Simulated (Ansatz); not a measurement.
**Predicting a hybrid from its neighbours: C2H5N (ethanimine)**

C2H5N has 8 atoms, charge 0, and is taken as a singlet. SMILES: `[H]/N=C\C`. The shape is that of a PBE0-D4/def2-TZVP optimisation.

The HOMO–LUMO gap y, in eV, basis 6-311+G(d,p); a is the functional's share of exact exchange. Programs: Ansatz 0.2.0.

```
functional  program     a  y (eV)
      BLYP   Ansatz     0    4.86
       PBE   Ansatz     0    4.83
     B3LYP   Ansatz   0.2       ?
      PBE0   Ansatz  0.25    7.51
   r2SCAN0   Ansatz  0.25    7.87
     BHLYP   Ansatz   0.5    9.79
```

Problem. Fit y = c + s·a to the known rows and predict B3LYP.

Solution. 
1. Means of the 5 rows: a = 0.2000, y = 6.972.
2. Σ(Δa)² = 0.175, Σ(Δa·Δy) = 1.768, so the slope is 1.768/0.175 = 10.103.
3. Intercept: 6.972 − (10.103) × 0.2000 = 4.951. The largest residual of the fit is 0.39.
4. B3LYP: 4.951 + (10.103) × 0.2 = 6.97 eV.

The run gave 7.00 eV, so the prediction is off by -0.03 eV, within the scatter of the fit. Exact exchange lowers occupied levels and raises empty ones.
